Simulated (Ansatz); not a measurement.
# SiHF₂ (quartet): wave-function methods side by side, def2-QZVPP

An exercise on one series of results from a longer session: the logs are not shown, and one member is left open.

Computed with Ansatz 0.2.0, Gaussian basis. Level: def2-QZVPP, core rule «outside noble gas», up to 7 orbitals frozen.

Plan: UHF; ROHF; CCSD(T) on UHF.

2 further runs of the same task are left out: 2 set aside as unsound or not needed. Runs told in other sessions of the task aren't counted.

## The geometry

The geometry is a PBE0/def2-TZVP stationary point (not a proven minimum) of the parent state, kept for this charge and spin.

4 atoms, charge 0, spin multiplicity 4.

Atoms are counted from 1 here; the program's logs count them from 0.

Bond lengths: Si1–F2 1.592 Å, Si1–F3 1.592 Å, Si1–H4 1.493 Å. Angles: F2–Si1–F3 107.3°, F2–Si1–H4 107.6°, F3–Si1–H4 107.6°.

The first run:

Contents of in.yaml:

```yaml
crystal:
  periodic: [false, false, false]
  atoms:
    - {symbol: Si, position_ang: [-0.130217, -0.507043, 0.000000]}
    - {symbol: F, position_ang: [0.070738, 0.415258, -1.281724]}
    - {symbol: F, position_ang: [0.070738, 0.415259, 1.281724]}
    - {symbol: H, position_ang: [0.961743, -1.525831, 0.000001]}
basis:
  gaussian: {orbitals: "def2-QZVPP.json"}
magnetization: {spin_polarized: true, initial_magnetization: 3}
hamiltonian: {xc: hf}
output: {orbitals: {seedname: orbitals}}
```

Run with:

```sh
> ansatz run in.yaml --threads 1 --pin off --events-out ev --progress --plain --max-ram 2393MiB
```

Among the steps run: UHF; ROHF; CCSD(T) on UHF.

One table of the session follows, with a row left open; its other results are not shown here.

It belongs to the step «Misses and costs». 

| method | from UCCSD(T) (kcal/mol) |
| --- | --- |
| ROHF | +417.40 |
| UHF | +416.22 |
| UMP2 | +15.80 |
| UCCSD | ? |
| UCCSD(T) | 0 |

Estimate the missing values for UCCSD.

The run gave: from UCCSD(T) (kcal/mol): +14.54. In the column «from UCCSD(T) (kcal/mol)» it lies between UCCSD(T) (0) and UMP2 (+15.80).
